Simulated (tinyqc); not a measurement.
Inside a calculation. Method: Hueckel theory of the pi electrons, for the molecule NC=CC=CO (SMILES; centres numbered as the heavy atoms are written). Computed by tinyqc, a small Python program that keeps every step. Settings: charge = 0. Command: `OMP_NUM_THREADS=1 python tinyqc.py 26959 26960 out.jsonl` (the two numbers bound the seeds that draw the settings). One thread of a shared host (Intel(R) Xeon(R) Processor @ 2.60GHz), about 0.01 s of CPU time with the checks.

## The Hueckel matrix

Centres:
```
centre  z_r, pi electrons of the neutral centre       h
1N                                            2  1.3000
2C                                            1  0.0000
3C                                            1  0.0000
4C                                            1  0.0000
5C                                            1  0.0000
6O                                            2  1.7900
```

Bonds:
```
i  j       k
1  2  0.7700
2  3       1
3  4       1
4  5       1
5  6  0.7200
```

H_rr = alpha + h_r beta, H_rs = k_rs beta for bonded centres.

Hueckel matrix in units of beta (H = alpha + beta A):
```
        1N      2C      3C      4C      5C      6O
1N  1.3000  0.7700  0.0000  0.0000  0.0000  0.0000
2C  0.7700  0.0000  1.0000  0.0000  0.0000  0.0000
3C  0.0000  1.0000  0.0000  1.0000  0.0000  0.0000
4C  0.0000  0.0000  1.0000  0.0000  1.0000  0.0000
5C  0.0000  0.0000  0.0000  1.0000  0.0000  0.7200
6O  0.0000  0.0000  0.0000  0.0000  0.7200  1.7900
```

## Orbitals

pi electrons, sum of z_r less the charge = 8

Diagonalise; E = alpha + x beta with beta < 0, so the largest x are filled first; degenerate levels share their electrons. P = sum n_i c_ri c_si; each orbital has its largest coefficient positive (the first on a tie).

x values: 2.1453  1.8425  1.2667  0.3028  -0.7980  -1.6693

occupations: 2.0000  2.0000  2.0000  2.0000  0.0000  0.0000

coefficients:
```
       MO1      MO2      MO3      MO4      MO5      MO6
1N  0.1217   0.6970  -0.5543   0.3650  -0.2196   0.1034
2C  0.1336   0.4910   0.0240  -0.4727   0.5984  -0.3986
3C  0.1929   0.3681   0.4572  -0.4242  -0.3084   0.5858
4C  0.2803   0.1871   0.5551   0.3443  -0.3523  -0.5793
5C  0.4084  -0.0233   0.2459   0.5285   0.5895   0.3813
6O  0.8275  -0.3195  -0.3383  -0.2559  -0.1640  -0.0794
```

charge and bond-order matrix P:
```
         1N       2C       3C       4C       5C       6O
1N   1.8822   0.3453  -0.2566  -0.0350   0.1801  -0.0556
2C   0.3453   0.9661   0.8361  -0.0402  -0.4016   0.1330
3C  -0.2566   0.8361   1.1234   0.4614  -0.0831  -0.0082
4C  -0.0350  -0.0402   0.4614   1.0805   0.8571  -0.2075
5C   0.1801  -0.4016  -0.0831   0.8571   1.0142   0.2539
6O  -0.0556   0.1330  -0.0082  -0.2075   0.2539   1.9336
```

## Energy, charges, bond orders

E = sum n x; q_r = z_r - P_rr; bond order p = P_rs; free valence = sqrt(3) - sum of p over the bonds of the atom.

pi energy = 8 alpha + this times beta = 11.1146

pi charges: 1N 0.1178, 2C 0.0339, 3C -0.1234, 4C -0.0805, 5C -0.0142, 6O 0.0664

Bond orders and lengths from R = 1.517 - 0.180 p (angstrom, C-C alone):
```
bond       p       R
1-2   0.3453       -
2-3   0.8361  1.3665
3-4   0.4614  1.4339
4-5   0.8571  1.3627
5-6   0.2539       -
```

free valence of the carbons: 2C 0.5507, 3C 0.4345, 4C 0.4135, 5C 0.6210

gap between the highest filled and the next level = 1.1008 |beta|
